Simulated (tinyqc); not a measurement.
Worked calculation: geometry optimisation on the UHF/sto-6g surface (energies and gradients from PySCF), for CH2, spin multiplicity 3. One step of it, computed by the program tinyqc.

Question. Step 2: move. Steepest descent, p = -g / 0.6; steps longer than 0.5 bohr are cut back.

positions after step 1 (bohr):
```
            x          y         z
1C  -0.014242  -0.041656  0.157781
2H  -0.047967   1.758556  1.126710
3H  -0.032278  -1.732018  1.200499
```

gradient (hartree/bohr):
```
              x            y            z
1C   0.00016192  -0.02659659  -0.00110223
2H  -0.00020962  -0.00138323   0.00850806
3H   0.00004770   0.02797982  -0.00740583
```

Give: positions after step 2.

Answer.

positions after step 2 (bohr):
```
          x        y       z
1C  -0.0145   0.0027  0.1596
2H  -0.0476   1.7609  1.1125
3H  -0.0324  -1.7787  1.2128
```
